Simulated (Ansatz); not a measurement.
How far each method lies from full CI for HBeP, singlet

Geometry: a point of a breathe scan, not a stationary point.

```json
{"atom": "P", "x (Å)": "0.0000", "y (Å)": "0.0000", "z (Å)": "2.0218"}
{"atom": "Be", "x (Å)": "0.0000", "y (Å)": "0.0000", "z (Å)": "-0.2624"}
{"atom": "H", "x (Å)": "0.0000", "y (Å)": "0.0000", "z (Å)": "-1.7593"}
```

Basis 6-31G; Ansatz 0.2.0. Only valence electrons are correlated (noble-gas cores frozen), which leaves 8 electrons in 18 orbitals. Prefix R: restricted or restricted open-shell reference; prefix U: unrestricted. Active spaces: valence = (8e, 9o) chosen from the atoms' valence shells; pair = (2e, 2o) about the gap.

Full CI is exact within this basis and frozen core; it isn't the basis-set limit. The frozen core follows each run's orbitals, which can shift R against U totals by a few meV.

The determinant fills πx and πy unequally, so it is a mixture of Σ and Δ, which weighs on every level built on one determinant.

RHF is unstable: UHF (⟨S²⟩ = 1.00) lies 1.15 eV below the lowest RHF solution. Higher spins weren't run at this geometry and may lie near or lower.

The UHF ⟨S²⟩ is 1.000, the T1 diagnostic (RCCSD) is 0.0184 and the largest doubles amplitude (RCCSD) is 0.348.

| level | E − E(full CI) (kJ/mol) | share of correlation (%) | wall time |
| --- | --- | --- | --- |
| RHF | 238.0 | 0.00 | – |
| UHF† | 127.5 | – | – |
| RMP2 | 84.5 | 64.51 | – |
| UMP2† | -4.4 | – | – |
| CISD | 34.7 | 85.42 | 0.39 s |
| RCCSD | 20.2 | 91.51 | – |
| UCCSD*† | -87.8 | – | – |
| RCCSD(T) | 11.4 | 95.20 | 0.36 s |
| UCCSD(T)*† | -104.4 | – | 0.93 s |
| BCCD(T) | 11.5 | 95.18 | 0.45 s |
| RCCSDT* | 1.8 | 99.23 | – |
| UCCSDT*† | -111.3 | – | – |
| CISDTQ | 3.3 | 98.60 | 1.6 s |
| RCCSDT(Q)* | -0.3 | 100.13 | 0.93 s |
| UCCSDT(Q)*† | -112.5 | – | 3.3 s |
| RCCSDTQ* | 0.0 | 99.99 | 6.5 s |
| UCCSDTQ*† | -112.3 | – | 28 s |
| CASSCF (pair space) | 183.4 | 22.93 | – |
| NEVPT2 (pair space) | 53.3 | 77.59 | 0.54 s |
| MRCISD (pair space) | 11.4 | 95.21 | – |
| MRCISD+Q (pair space) | 0.6 | 99.74 | 0.99 s |
| CASSCF (valence space) | 61.2 | 74.27 | – |
| NEVPT2 (valence space) | 18.2 | 92.35 | 5.5 s |
| MRCISD (valence space) | 1.6 | 99.35 | – |
| MRCISD+Q (valence space) | 0.5 | 99.79 | 7.5 s |

An asterisk marks runs whose energy the program itself flagged as in doubt. A dagger marks rows that describe another state than the reference (another or a broken symmetry, a higher spin or other natural occupations), so the difference holds a gap between states beside the method's error.

The correlation energy at full CI, counted from RHF, is -2.467 eV. That run took 17 s on 1 thread of Arm Neoverse V1, shared host over 2,341,648 determinants.

Times hold each run's SCF and search for its determinant on a shared host, so for small cases they say little of a method's own cost; they ran on 1 thread of Arm Neoverse V1.

Unrestricted levels hold only the spin's projection, and here they fall towards a lower state of higher spin.

The full-CI state has the irrep A1 of C2v, in the program's axes (one component, if the state is degenerate).

Natural occupations of full CI about the gap: 1.981 1.958 1.950 1.000 0.979 0.047 0.021 0.018 0.018 0.008; effectively unpaired electrons, Σ n²(2−n)², 2.03. No single determinant describes this state well, so single-reference rows can miss without a flag.
